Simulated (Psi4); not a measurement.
**SiHF (SMILES F[SiH]) at FNO-CCSD(T)/6-31G(d) (spherical functions, occ tolerance 1e-05, sweep point 5)**

What is the energy change on altering one bond length of SiHF at FNO-CCSD(T)/6-31G* (spherical functions, occ tolerance 1e-05, sweep point 5)? 

The results are computed with Psi4 1.11.

## 1. The molecule

SiHF has 3 atoms, charge 0, and is taken as a singlet. SMILES: `F[SiH]`. Geometry: relaxed at PBE0-D4/def2-TZVP.

Bond lengths: F1–Si2 1.612 Å, Si2–H3 1.541 Å. Angles: F1–Si2–H3 96.3°.

## 2. A single-point energy at FNO-CCSD(T)/6-31G(d) (spherical functions, occ tolerance 1e-05, sweep point 5)

Contents of job.inp:

```
memory 1600 MB

molecule {
  F     -1.090200     0.024400    -0.602300
  Si     0.186800     0.629400     0.173800
  H      0.892400    -0.718600     0.415300
  symmetry c1
}

set puream true
set scf_type pk
set num_frozen_docc 6
set occ_tolerance 1e-05

e, wfn = energy("fno-ccsd(t)/6-31G*", return_wfn=True)
```

Command:

```sh
psi4 job.inp job.out -n 1
```

job.out:

```text
[...]
  Running in c1 symmetry.
[...]
  Nuclear repulsion =   48.194575348987868
[...]
  Multiplicity = 1
[...]
  Nalpha       = 12
  Nbeta        = 12
[...]
    Number of basis functions: 34
[...]
   @RHF iter   1:  -388.89854594344087   -7.49062e-01   8.32746e-03 ADIIS/DIIS
[...]
   @RHF iter  10:  -388.92936557579583   -1.36424e-12   5.14549e-09 DIIS
[...]
    Orbital Energies [Eh]
    ---------------------
    Doubly Occupied:
       1A    -68.826854     2A    -26.281743     3A     -6.179265
       4A     -4.282047     5A     -4.281352     6A     -4.278809
       7A     -1.576702     8A     -0.748564     9A     -0.662444
      10A     -0.645572    11A     -0.560219    12A     -0.347947
[...]
  @RHF Final Energy:  -388.92936557579583
   => Energetics <=
    Nuclear Repulsion Energy =             48.1945753489878683
    One-Electron Energy =                -636.9048466032505758
    Two-Electron Energy =                 199.7809056784668371
    Total Energy =                       -388.9293655757958277
[...]
 Multipole Moments:
 ------------------------------------------------------------------------------------
     Multipole            Electronic (a.u.)      Nuclear  (a.u.)        Total (a.u.)
 ------------------------------------------------------------------------------------
 L = 1.  Multiply by 2.5417464519 to convert [e a0] to [Debye]
 Dipole X            :         -1.6573602            2.1060013            0.4486411
 Dipole Y            :          0.7717600           -0.6919729            0.0797871
 Dipole Z            :          0.0000000            0.0000000            0.0000000
 Magnitude           :                                                    0.4556806
[...]
      * MP2 total energy:                   -389.170609709173
[...]
      * MP2 total energy:                   -389.170609709173
[...]
      * MP3 total energy:                   -389.179379555928
[...]
      * CCSD total energy:                  -389.188732581529
[...]
      * CCSD(T) total energy                -389.193782516979
[...]
```

It took 2.9 s on 1 thread of Intel Xeon Platinum 8259CL at 2.50GHz (Skylake/Cascade Lake), shared host; peak memory 0.2 GiB.

## 3. The distorted shape at the same level

Contents of calc.inp:

```
memory 1600 mb

molecule {
  0 1
  F     -1.728738    -0.278118    -0.990373
  Si     0.186800     0.629400     0.173800
  H      0.892400    -0.718600     0.415300
  symmetry c1
}

set basis 6-31G*
set puream true
set scf_type pk
set num_frozen_docc 6
set occ_tolerance 1e-05

E, wfn = energy('fno-ccsd(t)', return_wfn=True)
print_variables()
```

Command:

```sh
psi4 -n 1 calc.inp calc.out
```

calc.out:

```text
[...]
  Running in c1 symmetry.
[...]
  Nuclear repulsion =   33.964543371920776
[...]
  Multiplicity = 1
[...]
  Nalpha       = 12
  Nbeta        = 12
[...]
    Number of basis functions: 34
[...]
   @RHF iter   1:  -388.69686745660943   -1.01795e+00   1.36298e-02 DIIS/ADIIS
[...]
   @RHF iter  12:  -388.79870200858795   -8.64020e-12   8.10074e-09 DIIS
[...]
    Orbital Energies [Eh]
    ---------------------
    Doubly Occupied:
       1A    -68.905676     2A    -26.125563     3A     -6.252798
       4A     -4.354070     5A     -4.352208     6A     -4.351010
       7A     -1.357540     8A     -0.689018     9A     -0.476419
      10A     -0.465222    11A     -0.455097    12A     -0.400705
[...]
  @RHF Final Energy:  -388.79870200858795
   => Energetics <=
    Nuclear Repulsion Energy =             33.9645433719207759
    One-Electron Energy =                -609.1558390840034463
    Two-Electron Energy =                 186.3925937034947538
    Total Energy =                       -388.7987020085879522
[...]
 Multipole Moments:
 ------------------------------------------------------------------------------------
     Multipole            Electronic (a.u.)      Nuclear  (a.u.)        Total (a.u.)
 ------------------------------------------------------------------------------------
 L = 1.  Multiply by 2.5417464519 to convert [e a0] to [Debye]
 Dipole X            :         -0.5235633            2.8150479            2.2914846
 Dipole Y            :          1.1292225           -0.4033263            0.7258961
 Dipole Z            :         -0.0000000            0.0000000           -0.0000000
 Magnitude           :                                                    2.4037111
[...]
      * MP2 total energy:                   -389.052002541657
[...]
      * MP2 total energy:                   -389.052002541657
[...]
      * MP3 total energy:                   -389.056741314973
[...]
      * CCSD total energy:                  -389.070894979889
[...]
      * CCSD(T) total energy                -389.079146221205
[...]
```

Wall time 3 s (1 thread of Intel Xeon Platinum 8259CL at 2.50GHz (Skylake/Cascade Lake), shared host); peak memory 0.2 GiB.

## 4. What came out

Level: FNO-CCSD(T)/6-31G* (spherical functions, occ tolerance 1e-05, sweep point 5), 6 core orbitals frozen.

| quantity | value |
| --- | --- |
| first shape: total energy | -389.19378 Eh |
| first shape: HOMO energy (Hartree–Fock orbitals) | -9.47 eV |
| first shape: LUMO energy (Hartree–Fock orbitals) | 0.69 eV |
| first shape: HOMO–LUMO gap (Hartree–Fock orbitals) | 10.16 eV |
| first shape: correlation energy (6 core orbitals frozen) | -264.4 mEh |
| first shape: (T) correction | -5.05 mEh |
| first shape: T1 diagnostic | 0.017 |
| distorted shape: total energy | -389.07915 Eh |
| distorted shape: HOMO energy (Hartree–Fock orbitals) | -10.90 eV |
| distorted shape: LUMO energy (Hartree–Fock orbitals) | -0.91 eV |
| distorted shape: HOMO–LUMO gap (Hartree–Fock orbitals) | 9.99 eV |
| distorted shape: correlation energy (6 core orbitals frozen) | -280.4 mEh |
| distorted shape: (T) correction | -8.25 mEh |
| distorted shape: T1 diagnostic | 0.036 |
| energy change with the F1–Si2 bond stretched from 1.612 to 2.418 Å | 3.119 eV |

What this shows: With the F1–Si2 bond stretched from 1.612 to 2.418 Å the energy rises by 3.12 eV (301 kJ/mol). The first shape isn't relaxed at this level, so the change isn't measured from a minimum. A restricted reference can't describe the breaking bond well at this length. The triples (first shape) make up 1.9 % of the correlation energy. The T1 diagnostic (distorted shape) of 0.036 is above the customary mark for such species, so a single reference may not serve. The triples (distorted shape) make up 2.9 % of the correlation energy.
